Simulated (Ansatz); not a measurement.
# CNS: the cost of one run

Computed with Ansatz 0.2.0 (the levels named in each step, unless a step's input says otherwise).

## Step 1: The structure to begin with

Bond lengths: N1–C2 1.158 Å, C2–S3 1.629 Å. Angles: N1–C2–S3 180.0°.

As a file:

```xyz
3

N     0.0000    0.0000   -1.3145
C     0.0000    0.0000   -0.1570
S     0.0000    0.0000    1.4715
```

## Step 2: A rough first relaxation, PBE-D4/def2-SVP

This run stands in another session on the same molecule. It ended at:

```xyz
3

N     0.0000    0.0000   -1.3433
C     0.0000    0.0000   -0.1443
S     0.0000    0.0000    1.4876
```

## Step 3: Relaxation, PBE0-D4/def2-TZVPP

This run stands in another session on the same molecule. It ended at:

```xyz
3

N     0.0000    0.0000   -1.3226
C     0.0000    0.0000   -0.1481
S     0.0000    0.0000    1.4707
```

## Step 4: Frequencies, PBE0-D4/def2-TZVPP

Contents of input.yaml:

```yaml
crystal:
  periodic: [false, false, false]
  atoms:
    - { symbol: "N", position_ang: [0.0, 0.0, -1.32261634] }
    - { symbol: C, position_ang: [0.0, 0.0, -0.14810984] }
    - { symbol: S, position_ang: [0.0, 0.0, 1.47072618] }
magnetization:
  spin_polarized: true
  initial_magnetization: 1
basis:
  gaussian: { orbitals: def2-TZVPP }
hamiltonian:
  xc: pbe0
  dispersion: d4
phonons: {}
```

On the command line:

```console
$ ansatz run input.yaml --threads 2 --pin off --max-ram 5120MiB --backend cpu --events-out ev --progress --plain --runs-dir out
```

**Question.** How long does this run take on 2 threads of AMD EPYC (Zen 3), shared host, and how much memory does it need?

About 1.8 min, with a peak of 0.18 GiB.
